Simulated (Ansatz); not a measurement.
Cubic perovskite SrTiO3 (cubic form, which distorts at low temperature), treated with LDA (Ansatz, a first-principles code, plane waves, PAW).

Settings: plane-wave cutoff 520 eV, 6×6×6 k mesh, no spin polarisation, scalar-relativistic PAW data made under PBE.

Cell (relaxed at this level):

Space group Pm-3m (No. 221); a = 3.854 Å, b = 3.854 Å, c = 3.854 Å, α = 90.00°, β = 90.00°, γ = 90.00°

| atom | site | symmetry | x | y | z |
|---|---|---|---|---|---|
| Sr | 1a | m-3m | 0.0000 | 0.0000 | 0.0000 |
| Ti | 1b | m-3m | 0.5000 | 0.5000 | 0.5000 |
| O | 3c | 4/mm.m | 0.0000 | 0.5000 | 0.5000 |

**Question.** Predict the elastic constant C11, elastic constant C12, Poisson ratio, elastic constant C44 and Voigt–Reuss–Hill bulk modulus.

**Answer.** 
elastic constant C11: 383 GPa
elastic constant C12: 111 GPa
Poisson ratio: 0.242
elastic constant C44: 119 GPa
Voigt–Reuss–Hill bulk modulus: 202 GPa

Measured, for comparison: elastic constant C11 318 GPa, elastic constant C12 103 GPa, elastic constant C44 124 GPa (273 K, not corrected to a static lattice; as tabulated in Frostenson et al. (2021), arXiv:2109.07393). Computed (rounded) less measured: elastic constant C11 +20 %, elastic constant C12 +8 %, elastic constant C44 -4 %. A static lattice is as a rule a little smaller and stiffer than an uncorrected measurement, which narrows the difference in the elastic constant C12 and would widen misses of the other sign.

Note: the relaxation could not lower the start's symmetry, so the cell can be a saddle point above a distorted one.

Elastic constants are with the ions relaxed.

It cost around 17 core-seconds (rough) of CPU time.
